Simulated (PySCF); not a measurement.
SiB at UHF-CCSD

Level: UHF-CCSD. PySCF, spin-free X2C with a Gaussian nucleus, basis sets Si jorge-DZP-DKH, B jorge-DZP-DKH.

| Property | Result |
| --- | --- |
| state | ⁴Σ⁻ (quartet), unpaired electrons σ ↑, π ↑↑ |
| bond length | 3.662 bohr |
| harmonic wavenumber | 728 cm⁻¹ |
| force constant | 2.47 mdyn/Å |
| rotational constant Be | 0.5681 cm⁻¹ |
| anharmonicity ωexe | 6.18 cm⁻¹ |
| vibration–rotation constant αe | 0.00594 cm⁻¹ |
| well depth De to Si + B | 2.73 eV |
| dissociation energy D0 | 2.69 eV |

Correlated steps freeze 6 core orbitals. Correlated levels converge slowly with the basis: in double zeta they bind strong bonds too weakly, by up to about 1 eV, and carry superposition errors of some tenths. The CCSD T1 diagnostic is raised, a sign that a single reference may not be enough here. The state is the lowest determinant that a PBE0 search found; another state may lie lower at other levels.
